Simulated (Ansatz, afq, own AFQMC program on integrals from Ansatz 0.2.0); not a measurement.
## CH$_{5}$Al, singlet in 6-31G, levels against AFQMC with the constraint released

```
atom    x (Å)    y (Å)    z (Å)
  Al   0.0000   0.0000   0.5959
   C   0.0000  -0.0062  -1.1771
   H   0.0000   1.3839   1.3802
   H   0.0000  -1.3529   1.4321
   H   0.0000  -1.0101  -1.6067
   H  -0.8749   0.5272  -1.5650
   H   0.8749   0.5272  -1.5650
```

Basis 6-31G. Only valence electrons are correlated. Ansatz 0.2.0 and our own AFQMC program on the same integrals; the CISD trial comes from CCSD amplitudes, and released means the phaseless constraint is let go. Error bars are statistical, one sigma.

Determinant: RHF, the one that the program's search chose, which needn't be the lowest solution. The geometry is a point of a scan.

No full CI on the walks' own integrals is used here. The released AFQMC energy serves as the reference, which it does only where one determinant dominates, the energy is flat over the last release times and near the phaseless one (40 meV or 2 meV an electron, half that with transition metals). On small molecules, where full CI could be run and the noise was under 10 meV, such values lay within 10 meV of it in 19 cases of 20, a flattering rate, since the rule was set on those same cases; what remains of the bias isn't in the error bar.

Cautions: the released value is read at 2.40 1/Eh (meV from the phaseless value at times in 1/Eh: -8 ± 7 at 0.24, -9 ± 6 at 0.51, -8 ± 4 at 0.99, -2 ± 4 at 1.62, -4 ± 5 at 2.40).

* T1 diagnostic: 0.0086
* weight of the determinant in the CISD state: 0.918
* size of the correlated space: 12 electrons in 26 orbitals

```
  level  correlation energy (eV)
    MP2                  -3.5446
   CCSD                  -4.2840
CCSD(T)                  -4.3588
```

Q: Estimate where phaseless AFQMC with the Hartree–Fock trial lies against CCSD(T) on the same integrals.

A: 1.65 ± 0.73 mEh below CCSD(T).

Reference: AFQMC with the constraint released, correlation energy -4.370 ± 0.005 eV.

```
        level  E − E(reference) (mEh)  share of correlation (%)
      CCSD(T)             0.42 ± 0.20                     99.74
  ph-AFQMC/HF            -1.23 ± 0.75                    100.77
ph-AFQMC/CISD             0.16 ± 0.36                     99.90
```

A walk keeps the symmetry of its determinant, which the program's search chose and which needn't be the lowest solution, so a lower state of the same spin and another symmetry isn't excluded. Released energies are given only where the last usable release times agree within the noise; a slower fall can still hide under it.
